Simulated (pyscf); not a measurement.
[O=Al]• + CH₄ → HO–Al [singlet] + CH₃• (hydrogen abstraction; doublet surface; C–H broken, H–O formed). Single points on ωB97X-D3(BJ)/def2-SVP structures (PySCF, gas phase). Energies in kcal/mol from the separated reactants.

```json
[
 {"level": "ωB97X-D3(BJ)/def2-TZVP", "barrier": "?", "reaction energy": "-6.4"},
 {"level": "PBE/def2-TZVP", "barrier": "4.3", "reaction energy": "+2.2"},
 {"level": "r²SCAN/def2-TZVP", "barrier": "6.0", "reaction energy": "-2.4"},
 {"level": "B3LYP-D3(BJ)/def2-TZVP", "barrier": "5.7", "reaction energy": "-3.9"},
 {"level": "M06-2X/def2-TZVP", "barrier": "?", "reaction energy": "?"},
 {"level": "ωB97M-D3(BJ)/def2-TZVP", "barrier": "9.3", "reaction energy": "-7.8"}
]
```

### Question
Fill in the missing entries.

### Answer

- ωB97X-D3(BJ)/def2-TZVP, barrier: 9.9
- M06-2X/def2-TZVP, barrier: 8.6
- M06-2X/def2-TZVP, reaction energy: -8.7

The functionals in the table span 5.5 kcal/mol in this barrier, from PBE to ωB97X-D3(BJ). From the product side, [H₃C–Al–OH]• lies, by one bond made or cut, 50.6 kcal/mol under this saddle at ωB97M-D3(BJ). One saddle was located; it need not be the lowest between these sides. The angle at the transferred H is 179°. The term symbol of open-shell O=Al was not checked; spin-orbit terms are left out.
